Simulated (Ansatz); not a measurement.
Born–Oppenheimer molecular dynamics of CH₇BO (10 atoms, charge 0, multiplicity 1). It starts at the highest image of a converged band. Of that band: The profile has 2 maxima (images 2, 4) with wells between them (image 3): this band takes more than one step, which may be the mechanism or a detour left from its start path. Neighbouring images differ by up to 1.6 eV, so the band resolves the path poorly. A vibrational analysis at the climbing image gives one clearly imaginary mode, 1182i cm⁻¹: a first-order saddle point.

Method: RKS PBE0/def2-SVP (Ansatz).

* ensemble: NVE (velocity Verlet)
* time step: 0.5 fs
* steps asked: 200
* starting velocities drawn for: 300 K
* seed: 11189

First frame:

```xyz
10
Properties=species:S:1:pos:R:3
B -0.103 -0.385 0.101
C 0.021 -0.086 1.859
H -0.923 -0.117 2.420
H 0.814 -0.587 2.439
H 0.324 0.963 1.729
O 1.064 -0.051 -0.596
H 1.867 -0.447 -0.251
H -1.143 0.127 -0.233
H -0.398 -1.685 0.071
H -0.162 -1.256 1.045
```

(1) How far do the bonds stretch over the last three quarters of this one trajectory? (Pairs bonded in most of those frames.)

Results:

(1) 
| bond | mean (Å) | spread (Å) | shortest | longest |
| --- | --- | --- | --- | --- |
| B1–O6 | 1.364 | 0.024 | 1.33 | 1.42 |
| B1–H8 | 1.216 | 0.030 | 1.16 | 1.26 |
| B1–H9 | 1.224 | 0.019 | 1.19 | 1.27 |
| C2–H3 | 1.100 | 0.016 | 1.07 | 1.14 |
| C2–H4 | 1.100 | 0.015 | 1.06 | 1.14 |
| C2–H5 | 1.099 | 0.031 | 1.05 | 1.15 |
| C2–H10 | 1.108 | 0.042 | 1.04 | 1.20 |
| O6–H7 | 0.972 | 0.034 | 0.92 | 1.03 |

Mean temperature of the second half: 1632 K. The conserved energy stayed within 0.34 meV per atom of its start (net change 0.2 meV per atom), so the integration is sound. The kinetic energy rose, since the run started high on the potential surface and went downhill. It ends in pieces (BH3O + CH4), so much of that is their flight and rotation, not heat. A run of 0.1 ps of so small a system gives no equilibrium averages. The orbitals stay closed-shell, which can raise the energy where a bond breaks towards radicals; this wasn't checked here.

Run time: 5.8 min on 1 thread of Arm Neoverse V2 (shared host), peak memory 0.15 GiB.
